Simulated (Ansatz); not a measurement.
# SiO2+ (quartet): the correlation ladder, def2-QZVPP

The task here is to estimate one member of a computed series from the others.

The runs use Ansatz 0.2.0, Gaussian basis; def2-QZVPP, core rule «outside noble gas», up to 7 orbitals frozen.

To be run: UHF; ROHF; CCSD(T) on UHF.

2 further runs of the same task are left out: 2 set aside as unsound or not needed. Runs told in other sessions of the task aren't counted.

## The system

The geometry is a PBE0/def2-TZVP stationary point (not a proven minimum) of the parent state, kept for this charge and spin.

3 atoms, charge 1, spin multiplicity 4.

Atoms are counted from 1 here; the program's logs count them from 0.

Bond lengths: O1–O2 1.343 Å, O2–Si3 1.710 Å. Angles: O1–O2–Si3 113.5°.

Coordinates:

```xyz
3
O2Si
O     0.0000   -0.3459    1.4558
O     0.0000    0.5646    0.4684
Si    0.0000   -0.1246   -1.0962
```

The first run:

Contents of in.yaml:

```yaml
crystal:
  periodic: [false, false, false]
  atoms:
    - {symbol: O, position_ang: [0.000000, -0.345870, 1.455845]}
    - {symbol: O, position_ang: [0.000000, 0.564635, 0.468388]}
    - {symbol: Si, position_ang: [0.000000, -0.124623, -1.096174]}
basis:
  gaussian: {orbitals: "def2-QZVPP.json"}
total_charge: 1
magnetization: {spin_polarized: true, initial_magnetization: 3}
hamiltonian: {xc: hf}
output: {orbitals: {seedname: orbitals}}
```

Command:

```bash
> ansatz run in.yaml --threads 1 --pin off --events-out ev --progress --plain --max-ram 2393MiB
```

Steps of the session up to this table: UHF; ROHF; CCSD(T) on UHF.

One of the session's tables, all rows but one given; the rest of the session is left out.

```
  method  from UCCSD(T) (meV)
    ROHF                    ?
     UHF             +15416.7
    UMP2              +1765.8
   UCCSD               +775.0
UCCSD(T)                    0
```

**Question.** Estimate the row for ROHF.

As computed: from UCCSD(T) (meV): +16043.6. In the column «from UCCSD(T) (meV)» it is the highest.
